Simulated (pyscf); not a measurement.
Four-centre exchange: H₂B–Cl + H₂ -> H₂B–Cl + H₂

Gas phase, singlet surface, charge 0. Bonds broken: B1–H3, H5–H6. Bonds formed: B1–H5, H3–H6. PySCF, gas phase, ωB97X-D3(BJ)/def2-SVP geometries.

Transition state (Å):

```xyz
6

B      0.3911     0.0501    -0.6066
Cl     2.0036    -0.1700    -1.3813
H      0.5127     0.3527     0.6398
H     -0.4392     0.8240    -0.9992
H     -0.2497    -1.0664    -0.5437
H      0.1263    -0.6593     0.4140
```

One imaginary mode, 1061i cm⁻¹; descent along it reached the two sides named.

```
bond   change  reactant side (Å)  saddle  product side
-----  ------  -----------------  ------  ------------
B1–H3  breaks              1.203   1.288           2.9
H5–H6  breaks              0.761   1.107           2.9
B1–H5   forms                2.9   1.289         1.203
H3–H6   forms                2.9   1.107         0.761
```

Electronic energies relative to the separated reactants (kcal/mol):

```json
[
 {"level": "ωB97X-D3(BJ)/def2-TZVP", "barrier": "14.4", "reaction energy": "0.0", "reverse barrier": "14.4"},
 {"level": "PBE/def2-TZVP", "barrier": "7.3", "reaction energy": "0.0", "reverse barrier": "7.3"},
 {"level": "r²SCAN/def2-TZVP", "barrier": "9.7", "reaction energy": "0.0", "reverse barrier": "9.7"},
 {"level": "B3LYP-D3(BJ)/def2-TZVP", "barrier": "15.0", "reaction energy": "0.0", "reverse barrier": "15.0"},
 {"level": "PBE0-D3(BJ)/def2-TZVP", "barrier": "8.6", "reaction energy": "0.0", "reverse barrier": "8.6"},
 {"level": "M06-2X/def2-TZVP", "barrier": "16.4", "reaction energy": "0.0", "reverse barrier": "16.4"},
 {"level": "ωB97M-D3(BJ)/def2-TZVP", "barrier": "13.8", "reaction energy": "0.0", "reverse barrier": "13.8"},
 {"level": "HF/def2-TZVP", "barrier": "32.2", "reaction energy": "0.0", "reverse barrier": "32.2"}
]
```

With ωB97M-D3(BJ)/def2-TZVP energies and thermal terms (ideal gas, 1 atm, RRHO with modes under 100 cm⁻¹ raised to 100, one conformer, R ln 2 for chiral ones without a mode under 150 cm⁻¹), in kcal/mol:

| T (K) | ΔH‡ | ΔG‡ | ΔH | ΔG |
|---|---|---|---|---|
| 298 | 16.4 | 24.7 | 0.0 | 0.0 |
| 600 | 15.1 | 33.7 | 0.0 | 0.0 |
| 900 | 14.6 | 43.1 | 0.0 | 0.0 |
| 1200 | 14.5 | 52.7 | 0.0 | 0.0 |

At the saddle there is also a short B–H contact that neither side keeps. One saddle was located; it need not be the lowest between these sides.
